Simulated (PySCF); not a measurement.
**Computed and published core binding energies of phosphorus pentafluoride**

What was measured (core binding energies): P 1s of P2 2159.26 eV [1]; P 1s of P2 2159.40 eV [2]; P 1s of P2 2159.40 eV [3]. Sources and the comparison follow the method.

Species: phosphorus pentafluoride, PF5.
SMILES with atom numbers: `[F:1][P:2]([F:3])([F:4])([F:5])[F:6]`

Theory: PySCF 2.14.0, delta-SCF UKS SCAN, pcX-3 on the ionised atom, pcseg-2 elsewhere, spin-free X2C. Vertical ΔSCF values, vacuum level as zero.

```tsv
atom	environment	level	this calculation (eV)	reference (eV)	difference (eV)	source
P2	phosphorus bonded to 5 F	P 1s	2158.73	2159.26	-0.53	[1]
P2	phosphorus bonded to 5 F	P 1s	2158.73	2159.40	-0.67	[2]
P2	phosphorus bonded to 5 F	P 1s	2158.73	2159.40	-0.67	[3]
P2	phosphorus bonded to 5 F	P 1s	2158.73	2159.50	-0.77	[4]
```

[1] measured, gas; Besley, J. Chem. Theory Comput. 2021, 17, 3644 (DFT calculations of core-electron binding energies at the K-edge of heavier elements)
[2] measured, gas; Cunha, Hait, Kang, Mao, Head-Gordon, J. Phys. Chem. Lett. 2022, 13, 3438 (arXiv:2111.08405)
[3] measured, gas; Zheng, Zhang, Jin, Southworth, Cheng, Phys. Chem. Chem. Phys. 2022, 24, 13587
[4] computed, SFX2C-1e-ΔCCSD(T)/cc-pCVTZ-unc*+ΔHLR, gas; Zheng, Zhang, Jin, Southworth, Cheng, Phys. Chem. Chem. Phys. 2022, 24, 13587

Problem. How well does this level of theory reproduce the measurements here?

Solution. Over the 2 different measured values (1 distinct line) the mean signed difference is -0.60 eV, the mean unsigned one 0.60 eV and the largest 0.67 eV; the computed references in the table aren't counted. The calculation is vertical and has no vibrational structure, and measured positions depend on the energy calibration.

Problem. What does the calculation give for the levels without a reference value here?

Solution. F1/F6 F 1s 694.07 eV; P2 P 2p3/2 143.85 eV; F3/F4/F5 F 1s 695.16 eV.

The listed F 1s values span 1.09 eV, from F1/F6 (bonded to P) to F3/F4/F5 (bonded to P).

The first atom of each set that the bonding makes equivalent was ionised and stands for the set. 2p3/2 and 2p1/2 are the ΔSCF energy of one spin-free 2p hole plus the eigenvalues of a spin–orbit and ligand-field matrix of the shell. 2p1/2 minus 2p3/2 (ligand field included): P 0.89 eV. Isolated species at its PBE0-D3(BJ)/def2-TZVP geometry, gas phase.
